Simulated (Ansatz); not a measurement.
The first iterations of a band of AlH3O + H2 (7 atoms, charge 0, multiplicity 1).

The calculation used Ansatz, RKS PBE0/def2-SVP.

| Quantity | Value |
| --- | --- |
| movable images | 9 |
| climbing image | yes |
| spring | 5.0 eV/Å² |
| optimiser | quadratic models (default) |
| start path | through a guess of the saddle point |
| force threshold | 0.03 eV/Å |
| iteration limit | 60 |
| end points | relaxed |

First end point:

```xyz
7
Properties=species:S:1:pos:R:3
Al -0.049 -0.118 0.217
O -0.068 -0.573 1.867
H -0.856 -0.715 2.394
H 1.375 -0.084 -0.469
H -1.414 0.093 -0.569
H 0.132 2.259 0.501
H 0.119 1.986 1.215
```

Last end point:

```xyz
7
Properties=species:S:1:pos:R:3
Al 0.031 0.478 -0.145
O -0.036 0.147 1.864
H -0.832 -0.320 2.151
H 1.366 -0.274 -0.595
H -1.380 -0.219 -0.466
H 0.064 2.081 -0.043
H 0.025 0.955 2.390
```

| iteration | highest image above the first end (eV) | largest band force component (eV/Å) |
| --- | --- | --- |
| 1 | 1.636 | 3.124 |
| 2 | 0.906 | 1.908 |
| 3 | 0.901 | 1.182 |

**Question.** Does the band converge within its limit, and where does its top end?

**Answer.** The run converged. It ended after 10 iterations with the highest image 0.812 eV above the first end. A vibrational analysis at the climbing image gives one clearly imaginary mode, 1206i cm⁻¹: a first-order saddle point. The orbitals stay closed-shell, which can raise the energy where a bond breaks towards radicals; this wasn't checked here.

Run time: 95 s on 1 thread of Arm Neoverse V2, on a shared host, peak memory 0.1 GiB.
